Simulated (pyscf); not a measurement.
F–C(F)(F)–SiH₂–O–SiH₃ (SMILES FC(F)(F)[SiH2]O[SiH3]) + H• (SMILES [H]) → F–C•(F)–SiH₂–O–SiH₃ (SMILES F[C](F)[SiH2]O[SiH3]) + HF (SMILES F), an atom transfer (doublet surface; C–F broken, F–H formed). Optimised with ωB97X-D3(BJ)/def2-SVP in PySCF. Energies in kJ/mol from the separated reactants.

AM1 to PM7: differences of heats of formation from MOPAC, which are fitted to 298 K values and so differ in kind from electronic energies by zero-point and thermal terms. Open shells are spin-unrestricted. 

Quick AM1 single points give ΔE‡ = 108.7 kJ/mol and ΔE = -225.0 kJ/mol. What does ωB97M-D3(BJ)/def2-TZVP give, and how far is the quick result from it?

ωB97M-D3(BJ)/def2-TZVP gives ΔE‡ = 138.7 kJ/mol and ΔE = -74.2 kJ/mol. AM1 lies 30.0 kJ/mol under it in the barrier and 150.8 kJ/mol under it in the reaction energy, so on this step it does not hold to within 12.6 kJ/mol. ωB97M-D3(BJ)/def2-TZVP has limits of its own. The same reactants have a lower exit, to H₃Si–O–SiH₃ + F–C•(F)–F (barrier +46.3 kJ/mol at ωB97M-D3(BJ)/def2-TZVP, against +138.7 kJ/mol here). F–C(F)(F)–SiH₂–O–SiH₃ lies 167.7 kJ/mol over its isomer F–CH(F)–SiH(F)–O–SiH₃ (electronic energy, ωB97M-D3(BJ)/def2-TZVP). This is the saddle that the search found; another between the same sides may lie lower. The angle at the transferred F is 172°.
